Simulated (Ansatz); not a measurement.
Process, species as SMILES: N#N (N2) → 2 N atom
B3LYP-D3(BJ)/def2-TZVP geometries, fixed; electronic energies without zero-point terms.

How fast the atomisation energy converges with the basis for several methods (Ansatz, a quantum-chemistry and plane-wave program): deviation from each method's own reference, in kcal/mol. References: CCSD(T) 227.02 kcal/mol, Hartree-Fock in aug-cc-pV5Z plus the correlation part extrapolated as X^-3 from aug-cc-pVQZ and aug-cc-pV5Z; HF 116.26 kcal/mol, the value in aug-cc-pV5Z; MP2 240.19 kcal/mol, Hartree-Fock in aug-cc-pV5Z plus the correlation part extrapolated as X^-3 from aug-cc-pVQZ and aug-cc-pV5Z; PBE 243.72 kcal/mol, the value in aug-cc-pV5Z; PBE0 225.84 kcal/mol, the value in aug-cc-pV5Z; r2SCAN 220.73 kcal/mol, the value in aug-cc-pV5Z. All functions are spherical. In correlated methods cores are frozen. Open shells are unrestricted. No added dispersion term, no relativity. 

```tsv
basis	functions	CCSD(T)	HF	MP2	PBE	PBE0	r2SCAN
pcseg-0	18	-63.19	-57.36	-66.30	___	-42.65	-43.51
6-311G**	36	-21.92	-6.74	-23.77	___	-4.83	-5.65
def2-SVPD	40	-19.39	-1.75	-20.18	___	-0.16	-1.75
aug-pcseg-1	46	-23.04	-3.37	-22.63	___	-4.59	-5.14
aug-cc-pVDZ	46	-26.91	-6.44	-26.71	___	-6.79	-7.32
def2-TZVPPD	74	-10.14	-0.72	-10.93	___	-0.53	-0.87
6-311++G(3df,3pd)	78	-8.85	-0.11	-9.66	___	-0.33	-0.82
def2-QZVPP	114	-4.63	-0.30	-5.49	___	-0.57	-0.65
```

### Question
Fill in the missing entries.

### Answer

- pcseg-0, PBE: -36.40
- 6-311G**, PBE: -3.87
- def2-SVPD, PBE: 0.92
- aug-pcseg-1, PBE: -5.04
- aug-cc-pVDZ, PBE: -7.00
- def2-TZVPPD, PBE: -0.34
- 6-311++G(3df,3pd), PBE: -0.34
- def2-QZVPP, PBE: -0.72

Mean absolute deviation over 6-311G**, def2-TZVPPD, 6-311++G(3df,3pd): PBE 1.52, PBE0 1.90, r2SCAN 2.45, HF 2.52, CCSD(T) 13.64, MP2 14.79 kcal/mol.
